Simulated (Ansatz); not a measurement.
## Basis-set limit of CH2B⁻, triplet

```xyz
4

B     0.0000    0.0000    0.8265
C     0.0000    0.0000   -0.5553
H     0.0000   -0.9252   -1.1237
H     0.0000    0.9252   -1.1237
```

Connectivity, by distances: B–CH2.

Ansatz 0.2.0, UHF determinant, valence electrons correlated. Energies in eV.

| set | X | functions | Hartree–Fock | MP2 correlation | CCSD(T) correlation | time |
| --- | --- | --- | --- | --- | --- | --- |
| def2-TZVPPD | 3 | 108 | -1730.1059 | -6.4580 | -7.4408 | 10 s on 1 × NVIDIA H100 80GB HBM3 with 1 thread of AMD EPYC 7R13 Processor (Zen 3) (shared host) |
| def2-QZVPPD | 4 | 192 | -1730.2184 | -6.8652 | -7.7949 | 18 s on 1 × NVIDIA H100 80GB HBM3 with 1 thread of AMD EPYC 7R13 Processor (Zen 3) (shared host) |

Hartree–Fock is taken to follow E(X) = E∞ + A·exp(−7.88·√X), correlation E(X) = E∞ + B·X^−2.97.

Cautions: another spin lies lower; at this level and basis the anion state lies above a neutral one; ⟨S²⟩ of the determinant is 2.14 against 2.00, spin contaminated.

Problem. Work out the CCSD(T) energy at the limit, and how far the shortcut misses it that extrapolates MP2 and adds CCSD(T) minus MP2 from the smaller set.

Solution. Hartree–Fock: E∞ = E4 + 0.1377·(E4 − E3) = -1730.2339. Correlation: E∞ = E4 + 0.7407·(E4 − E3) = -8.0571 for CCSD(T) and -7.1668 for MP2. The limit is -1738.2910 eV, 0.278 eV below def2-QZVPPD. The shortcut gives a correlation energy of -7.1668 + (-0.9828) = -8.1496, 92 meV lower than the direct value.
